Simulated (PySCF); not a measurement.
Carbon: a sound run and one with changed settings

Sound run: C [He] 2s2 2p2, C⁺ [He] 2s2 2p1. All numbers are calculated (PySCF 2.14, scalar relativity by spin-free X2C-1e, in x2c-SVPall (3s2p1d, 14 functions)). In the sound run the correlated levels freeze 1s2. The sound run starts from symmetry-adapted Hartree-Fock orbitals and uses a fine grid where one is needed.

A second run was set up differently.

```json
{"species": "C", "method": "MP2", "sound run (hartree)": "-37.71013", "changed run (hartree)": "-37.66538", "converged": "yes"}
{"species": "C", "method": "CCSD(T)", "sound run (hartree)": "-37.73021", "changed run (hartree)": "-37.66722", "converged": "yes"}
```

Ionisation energy of C:

```csv
method,sound run (eV),changed run (eV)
UHF,10.908,10.908
MP2,11.134,11.054
SCS-MP2,11.023,10.957
CCSD,10.977,11.104
CCSD(T),10.985,11.104
CCSDT,n/a,11.104
FCI,n/a,11.104
```

Question: What was changed?
A. all electrons correlated in a valence basis
B. a valence shell is frozen
C. too few SCF iterations
D. minimal basis

Answer: B. Freezing a valence shell removes pair correlation that changes on ionisation.
